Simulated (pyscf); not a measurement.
H₂N–SiH(SiH₃)–Cl (SMILES N[SiH]([SiH3])Cl) + H₂ (SMILES [H][H]) → H₂N–SiH₂–Cl (SMILES N[SiH2]Cl) + SiH₄ (SMILES [SiH4]), a four-centre exchange (singlet surface; Si–Si, H–H broken, H–Si, H–Si formed). Single points on ωB97X-D3(BJ)/def2-SVP structures (PySCF, gas phase). Energies in kcal/mol from the separated reactants.

Small-basis levels: PySCF, no dispersion term, spherical d functions. AM1 to PM7: differences of heats of formation from MOPAC, which are fitted to 298 K values and so differ in kind from electronic energies by zero-point and thermal terms. Cost: rough CPU time at the saddle relative to B3LYP/6-31G*, from one job on a shared machine.

```json
[
 {"level": "HF/3-21G", "barrier": "122.4", "reaction energy": "-7.8", "cost": "0.07"},
 {"level": "HF/6-31G*", "barrier": "99.4", "reaction energy": "-13.7", "cost": "0.1"},
 {"level": "SVWN5/6-31G*", "barrier": "60.6", "reaction energy": "-2.1", "cost": "1"},
 {"level": "BP86/6-31G*", "barrier": "72.2", "reaction energy": "-4.2", "cost": "2"},
 {"level": "PBE/6-31G*", "barrier": "70.3", "reaction energy": "-3.1", "cost": "2"},
 {"level": "B3LYP/STO-3G", "barrier": "___", "reaction energy": "-2.6", "cost": "0.6"},
 {"level": "B3LYP/3-21G", "barrier": "99.5", "reaction energy": "-2.5", "cost": "0.7"},
 {"level": "B3LYP/LANL2DZ", "barrier": "99.3", "reaction energy": "-5.9", "cost": "0.7"},
 {"level": "M06-2X/6-31G*", "barrier": "79.2", "reaction energy": "-5.4", "cost": "2"},
 {"level": "B3LYP/6-311+G**", "barrier": "74.7", "reaction energy": "-8.1", "cost": "2"},
 {"level": "AM1", "barrier": "___", "reaction energy": "-9.4", "cost": "under 0.02"},
 {"level": "PM7", "barrier": "140.3", "reaction energy": "+37.5", "cost": "under 0.02"},
 {"level": "ωB97M-D3(BJ)/def2-TZVP", "barrier": "___", "reaction energy": "-7.4", "cost": "–"}
]
```

Question: Complete the blanks.

Answer: 
- B3LYP/STO-3G, barrier: 137.6
- AM1, barrier: 82.8
- ωB97M-D3(BJ)/def2-TZVP, barrier: 69.0

Against the last row the barrier runs from -8.4 (SVWN5/6-31G*) to +71.3 kcal/mol (PM7). ωB97M-D3(BJ)/def2-TZVP has limits of its own. At the saddle there is also a short H–Si contact that neither side keeps. H₂N–SiH(SiH₃)–Cl lies 14.2 kcal/mol over its isomer H₃Si–NH–SiH₂–Cl (electronic energy, ωB97M-D3(BJ)/def2-TZVP). This is the saddle that the search found; another between the same sides may lie lower.
